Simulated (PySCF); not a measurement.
Species: C5H6F (charge +1).
SMILES: `CCc1c[c+]1F`

Vertical excitations from PySCF (density fitting, frozen core in the response, grid level 2 and gas phase unless stated; continuum runs use non-equilibrium linear response for the excitations) on a GFN2-xTB geometry. Reference run:

```csv
settings,"S1, eV (f)","S2, eV (f)","S3, eV (f)","S4, eV (f)","S5, eV (f)","S6, eV (f)","T1, eV (Tamm–Dancoff)",mean α (au)
"PBE0/def2-SVPD, full TDDFT, 6 singlets",6.34 (0.001),6.45 (0.051),6.67 (0.000),7.04 (0.000),7.32 (0.038),7.39 (0.000),5.68,50.2
```

Question: What do these settings give: PBE0/cc-pVDZ, IEF-PCM chloroform, damping 0.2 at the start, DIIS from the seventh cycle, TDA, 1 singlet?

Answer: 
```
                                                                                               settings    S1, eV (f)  S2, eV (f)  S3, eV (f)  S4, eV (f)  S5, eV (f)  S6, eV (f)  T1, eV (Tamm–Dancoff)  mean α (au)
PBE0/cc-pVDZ, IEF-PCM chloroform, damping 0.2 at the start, DIIS from the seventh cycle, TDA, 1 singlet  6.54 (0.001)           –           –           –           –           –                   5.83         54.6
```

S1 moves by +0.20 eV; basis, environment and response scheme change together, so the shift can't be laid on one. States are counted by energy in each run and needn't keep their character from row to row.

Question: Which orbital pairs make up S1 in each run, and how does it sit against the orbital gap?

Answer: 
| settings | S1 configurations (weight) | S1 (eV) | orbital gap (eV) | S1 − gap (eV) |
| --- | --- | --- | --- | --- |
| PBE0/def2-SVPD, full TDDFT, 6 singlets | H−1→L 0.66, H−2→L 0.27 | 6.34 | 7.50 | -1.16 |
| PBE0/cc-pVDZ, IEF-PCM chloroform, damping 0.2 at the start, DIIS from the seventh cycle, TDA, 1 singlet | H−1→L 0.80, H−2→L 0.13 | 6.54 | 7.90 | -1.36 |

Geometry: GFN2-xTB, one conformer.

The values belong to the conformer `[CH3:1][CH2:2][c:3]1[cH:4][c+:5]1[F:6]`: C1–C2–C3–C4 180°.
